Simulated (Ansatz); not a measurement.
Basis sets compared for BH2(CCH) (C2H3B). Total charge 0; singlet. Geometry PBE0-D4/def2-TZVP. Ansatz on 4 threads of Arm Neoverse V2 on a shared host; times are rough, and most runs start from earlier orbitals.

Cartesian coordinates in Å:
```
B 0.1133 -0.0814 1.1244
H 1.0251 0.4615 1.6706
H -0.6797 -0.7094 1.7578
C -0.0367 0.0261 -0.3647
C -0.1577 0.1132 -1.5651
H -0.2644 0.1900 -2.6229
```

Binding counts from free atoms (B doublet, H doublet, C triplet) in the same basis, without a counterpoise term.

| level | functions | energy (Eh) | HOMO (eV) | LUMO (eV) | binding per atom (eV) | wall time |
| --- | --- | --- | --- | --- | --- | --- |
| HF/STO-3G | 18 | -100.8195 | -9.06 | 5.28 | 3.96 | 0.05 s |
| HF/6-31G | 33 | -102.0533 | -10.64 | 1.75 | 3.10 | 0.1 s |
| PBE-D4/def2-SVP | 57 | -102.5456 | -6.79 | -3.29 | 4.38 | 0.2 s |
| PBE-D4/def2-TZVP (with forces) | 111 | -102.6615 | -6.88 | -3.37 | 4.36 | 0.45 s |
| r2SCAN-D4/def2-TZVP | 111 | -102.7428 | -7.09 | -3.05 | 4.26 | 0.75 s |
| PBE0-D4/def2-SVP | 57 | -102.5602 | -8.04 | -2.33 | 4.30 | 0.25 s |
| PBE0-D4/def2-TZVP | 111 | -102.6740 | -8.09 | -2.39 | 4.27 | 0.55 s |

Q: Estimate the rows for PBE-D4/def2-TZVPD, r2SCAN-D4/def2-TZVPD, PBE0-D4/def2-TZVPD.

A: 
```csv
level,functions,energy (Eh),HOMO (eV),LUMO (eV),binding per atom (eV),wall time
PBE-D4/def2-TZVPD,138,-102.6618,-6.89,-3.38,4.36,0.6 s
r2SCAN-D4/def2-TZVPD,138,-102.7429,-7.09,-3.06,4.26,1.1 s
PBE0-D4/def2-TZVPD,138,-102.6742,-8.10,-2.41,4.27,0.65 s
```
